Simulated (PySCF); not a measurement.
## Core binding energy against partial charge

Compound: C3H4F2S.
Numbering: `[CH2:1]=[C:2]([F:3])[S:4][CH2:5][F:6]`

Binding energies: PySCF 2.14.0, delta-SCF UKS SCAN, pcX-2 on the ionised atom, pcseg-1 elsewhere, spin-free X2C. Charges: PBE0/pcSseg-1 ground-state density, for the ionised atom.

```json
{"atom": "C1", "environment": "terminal =CH2 carbon", "C 1s (eV)": "290.39", "Mulliken (e)": "-0.225", "IAO (e)": "-0.401", "Hirshfeld (e)": "-0.144", "ESP (e)": "-0.550"}
{"atom": "C2", "environment": "vinylic C–F carbon", "C 1s (eV)": "293.65", "Mulliken (e)": "+0.083", "IAO (e)": "+0.179", "Hirshfeld (e)": "+0.063", "ESP (e)": "+0.266"}
{"atom": "C5", "environment": "sp3 C–F carbon", "C 1s (eV)": "294.17", "Mulliken (e)": "+0.009", "IAO (e)": "-0.061", "Hirshfeld (e)": "+0.022", "ESP (e)": "-0.141"}
```

Question: Give the correlation coefficient and slope of binding energy on charge for each scheme.

Answer: Hirshfeld: r = 0.95, slope 17.7 eV per e; Mulliken: r = 0.94, slope 11.9 eV per e; IAO: r = 0.85, slope 6.0 eV per e; ESP: r = 0.80, slope 4.0 eV per e. On 3 points no scheme stands out.

Question: The point-charge model writes a binding energy as kq + V + constant, with V the potential of the other atoms' charges at the site. What does it give with the IAO charges?

Answer: V = Σ 14.40 eV Å × q/r over all other atoms: +5.51 eV at C1, -3.51 eV at C2, +2.04 eV at C5. Fitting binding energy − V to q gives k = 21.2 eV per e and leaves an rms residual of 0.02 eV, against 0.88 eV for the fit on q alone. The model has no term for differences in relaxation between sites.

The unrestricted hole states depart most from a pure doublet (⟨S²⟩ = 0.75; over 0.85 named) for C 1s of C2 (0.86), which makes this value less certain. Isolated species at its PBE0-D3(BJ)/def2-SVP geometry (one conformer only).

The values belong to the conformer `[CH2:1]=[C:2]([F:3])[S:4][CH2:5][F:6]`: C1–C2–S4–C5 -25°, C2–S4–C5–F6 76°.
